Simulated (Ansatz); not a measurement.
# SiH3Cl (chlorosilane): levels of theory compared

Aim: a comparison of 3 runs (HF/STO-3G, SVWN5/aug-cc-pVDZ, MP2/aug-cc-pVDZ) of SiH3Cl (chlorosilane). 

Program for the calculation: Ansatz 0.2.0.

15 further runs of the same task are left out: 15 set aside as unsound or not needed.

## (1) Starting point

The species is SiH3Cl (5 atoms), meant as a singlet with charge 0. As SMILES, `[SiH3]Cl`. The Si1–H5 distance was set to 3.258 Å, away from the relaxed value. At this shape a bond of the SMILES string is far longer than usual.

Bond lengths: Si1–Cl2 2.054 Å, Si1–H3 1.481 Å, Si1–H4 1.481 Å. Angles: Cl2–Si1–H3 108.5°, Cl2–Si1–H4 108.5°, H3–Si1–H4 110.4°.

## (2) The energy at HF/STO-3G (run 1)

File molecule.yaml:

```yaml
crystal:
  periodic: [false, false, false]
  atoms:
    - {symbol: Si, position_ang: [-0.017442, -1.753530, 0.057658]}
    - {symbol: Cl, position_ang: [1.932858, -2.285630, 0.418458]}
    - {symbol: H, position_ang: [-0.856342, -2.260430, 1.167658]}
    - {symbol: H, position_ang: [-0.440142, -2.357830, -1.226342]}
    - {symbol: H, position_ang: [-0.190800, 1.495400, -0.104700]}
basis:
  gaussian:
    orbitals: STO-3G
hamiltonian:
  xc: hf
accuracy: high
output:
  orbitals: {seedname: orbitals}
```

Launch:

```
$ ansatz run molecule.yaml --threads 1 --pin off --max-ram 2610MiB --events-out events.jsonl --progress --plain --runs-dir runs
```

Log:

```text
Warning: RAYON_NUM_THREADS=1 ignored (pool sized by the plan → 1); use --threads N
Functional definition: HF
  name "HF"
  exchange = exact_x
  correlation = 0
362 factors; integrals over basis functions are off by at most 1.2e-8 eV
mean field evaluation 1: about -20174.6401 eV, gradient 2.1e1 eV
mean field evaluation 2: about -20174.6494 eV, gradient 2.1e1 eV
mean field evaluation 4: about -20180.8720 eV, gradient 3.9e0 eV
mean field evaluation 8: about -20181.0050 eV, gradient 6.8e-5 eV
mean field -20181.00057152 eV, -741.6380918297 hartree, gradient 4.4e-8 eV, S^2 0.000000; 0 other end points of the search recorded, 0 dependent functions left out
reference -20181.00057152 eV, -741.6380918297 hartree; 17, 17 occupied and 4, 4 virtual orbitals, 362 factors
Total energy: -20181.00057152 eV, -741.6380918297 hartree
```

Wall time 0.1 s (1 thread of AMD EPYC 9R45 (Zen 5), shared host).

## (3) The energy at SVWN5/aug-cc-pVDZ (run 2)

File input.yaml:

```yaml
basis:
  gaussian: {orbitals: aug-cc-pVDZ}
crystal:
  periodic: [false, false, false]
  atoms:
    - {symbol: Si, position_ang: [-0.017442, -1.753530, 0.057658]}
    - {symbol: Cl, position_ang: [1.932858, -2.285630, 0.418458]}
    - {symbol: H, position_ang: [-0.856342, -2.260430, 1.167658]}
    - {symbol: H, position_ang: [-0.440142, -2.357830, -1.226342]}
    - {symbol: H, position_ang: [-0.190800, 1.495400, -0.104700]}
total_charge: 0
hamiltonian: {xc: {name: SVWN5}}
accuracy: high
output: {orbitals: {seedname: orbitals}}
```

Launch:

```
$ ansatz run input.yaml --threads 1 --pin off --max-ram 2610MiB --events-out events.jsonl --progress --plain --runs-dir runs
```

Log:

```text
Warning: RAYON_NUM_THREADS=1 ignored (pool sized by the plan → 1); use --threads N
Functional definition: SVWN5
  name "SVWN5"
  exchange = slater_x
  correlation = vwn5_c
1647 factors; integrals over basis functions are off by at most 3.9e-9 eV
mean field evaluation 1: about -20372.4066 eV, gradient 1.5e1 eV
mean field evaluation 2: about -20369.2071 eV, gradient 2.3e1 eV
mean field evaluation 4: about -20373.1919 eV, gradient 3.1e0 eV
mean field evaluation 8: about -20373.2368 eV, gradient 2.0e0 eV
mean field evaluation 16: about -20373.2655 eV, gradient 4.5e-5 eV
mean field -20373.26550062 eV, -748.7036976524 hartree, gradient 7.0e-8 eV, S^2 0.000000; 0 other end points of the search recorded, 0 dependent functions left out
reference -20373.26550717 eV, -748.7036978931 hartree; 17, 17 occupied and 64, 64 virtual orbitals, 1647 factors
Total energy: -20373.26550717 eV, -748.7036978931 hartree
```

Wall time 1.5 s (1 thread of AMD EPYC 9R45 (Zen 5), shared host); peak memory 0.19 GiB.

## (4) A single-point energy at MP2/aug-cc-pVDZ (run 3)

Changes to molecule.yaml since step 2:

```diff
@@ -10,7 +10,6 @@
   gaussian:
-    orbitals: STO-3G
-hamiltonian:
-  xc: hf
+    orbitals: aug-cc-pVDZ
 accuracy: high
-output:
-  orbitals: {seedname: orbitals}
+correlation:
+  method: mp2
+  frozen_orbitals: {Cl: 5, H: 0, Si: 5}
```

Launch:

```
$ ansatz run molecule.yaml --threads 1 --pin off --max-ram 2610MiB --events-out events.jsonl --progress --plain --runs-dir runs
```

Log:

```text
Warning: RAYON_NUM_THREADS=1 ignored (pool sized by the plan → 1); use --threads N
[... 4 set-up lines as earlier in the session ...]
1647 factors; integrals over basis functions are off by at most 3.9e-9 eV
mean field evaluation 1: about -20408.2298 eV, gradient 1.5e1 eV
mean field evaluation 2: about -20408.2431 eV, gradient 1.5e1 eV
mean field evaluation 4: about -20409.3307 eV, gradient 1.8e0 eV
mean field evaluation 8: about -20409.3515 eV, gradient 5.1e-4 eV
mean field evaluation 16: about -20406.5678 eV, gradient 5.8e0 eV
mean field -20409.35150728 eV, -750.0298339372 hartree, gradient 2.5e-8 eV, S^2 0.000000; 2 other end points of the search recorded, 0 dependent functions left out; unrestricted orbitals would lower it
mean field evaluation 32: about -20411.4022 eV, gradient 2.0e0 eV
unrestricted determinant -20411.48721236 eV, -750.1083196512 hartree, S^2 0.9508
10 core orbitals not correlated: weight in the atoms' cores, before any rotation towards them, 1.000 or more for the frozen orbitals, at most 0.000 for the correlated occupied ones
reference -20409.35150728 eV, -750.0298339372 hartree; 7, 7 occupied and 64, 64 virtual orbitals, 1647 factors
second order -7.66660441 eV of doubles, -0.00000000 eV of singles
Total energy: -20417.01811168 eV, -750.3115764525 hartree
```

Run time: 1.7 s. Hardware: 1 thread of AMD EPYC 9R45 (Zen 5), shared host; peak memory 0.22 GiB.

## (5) The series

```tsv
run	level	frozen core orbitals	energy (Eh)	HOMO energy (eV)	LUMO energy (eV)	HOMO–LUMO gap (eV)	wall time
1	HF/STO-3G	–	-741.638092	-4.91	1.33	6.24	0.1 s
2	SVWN5/aug-cc-pVDZ	–	-748.703698	-6.00	-4.70	1.31	1.5 s
3	MP2/aug-cc-pVDZ	10	-750.311576	–	–	–	1.7 s
```

## (6) Outcome

| quantity | value |
| --- | --- |
| run 3: total energy | -750.31158 Eh |
| run 3: correlation energy (10 core orbitals frozen) | -281.7 mEh |

**Reading.** In run 3 the log says that unrestricted orbitals would lower the reference, so the values rest on an unstable closed-shell determinant (other closed-shell runs at this shape may share the fault). In run 1 the basis is minimal, so the values are rough. In runs 1, 2, 3 a closed-shell determinant meets a far-stretched bond, which it describes badly. All runs together took 3.3 s, the longest 1.7 s.
